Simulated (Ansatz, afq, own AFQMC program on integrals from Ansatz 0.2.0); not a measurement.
## Atomization energy of BNH3, doublet, worked out

```xyz
5

B     0.0000   -0.1798    0.7865
N     0.0000    0.0674   -0.5650
H     0.0000    0.6578    1.6392
H     0.0000    0.9957   -0.9652
H     0.0000   -0.6620   -1.2589
```

Connectivity, by distances: BH–NH2.

Basis cc-pVTZ. Noble-gas cores (and the filled d shells of Ga–Kr and In–Xe) are frozen. Ansatz 0.2.0 and our own AFQMC program on the same integrals; the CISD trial comes from CCSD amplitudes, and released means the phaseless constraint is let go. ± is one standard error of the sampling.

Total energies in eV. CBS is CCSD(T) at the limit of def2-TZVPP/QZVPP (extrapolated itself); the highest rung of each member is named.

Cautions: BNH₃ (doublet): the released value is read at 2.40 1/Eh (meV from the phaseless value at times in 1/Eh: -8 ± 4 at 0.24, -5 ± 4 at 0.51, -14 ± 3 at 0.99, 3 ± 8 at 1.62, -3 ± 7 at 2.40).

```
       member  count  CCSD(T)/cc-pVTZ  highest rung in cc-pVTZ           which  CCSD(T)/CBS
  B (doublet)     +1        -669.3484                -669.3598             FCI    -669.4648
  N (quartet)     +1       -1483.4207               -1483.4306             FCI   -1483.8573
  H (doublet)     +3         -13.6005                 -13.6005             FCI     -13.6059
BNH₃, doublet     -1       -2209.9189      -2209.9422 ± 0.0070  released AFQMC   -2210.9742
```

Q: Work out the best estimate of the atomization energy: the CCSD(T)/CBS difference plus the step from CCSD(T) to the highest rung.

A: Sums with the counts: CCSD(T)/CBS 16.8344 eV, highest rung 16.3503 eV, CCSD(T)/cc-pVTZ 16.3483 eV. The step is 16.3503 − 16.3483 = 0.0020 eV, so the best estimate is 16.8344 + (0.0020) = 16.8364 eV = 1624.5 kJ/mol, with sampling noise 0.007 eV. The step is under twice that noise, so its sign is open. The basis set is worth 0.486 eV of it. Zero-point, core-correlation and spin–orbit terms aren't in it.

Best estimates are given only where the step beyond CCSD(T) is under 0.3 eV and no member's determinant is very poor (T1 over 0.05, or 0.07 for open shells, ⟨S²⟩ too high by 0.3, two states mixed), so the hardest cases are missing from such tables.

Each member of a difference takes its own highest rung, so a best estimate needn't equal the limit plus the step of one row. A walk keeps the symmetry of its determinant, which the program's search chose and which needn't be the lowest solution, so a lower state of the same spin and another symmetry isn't excluded. Released energies are given only where the last usable release times agree within the noise; a slower fall can still hide under it.
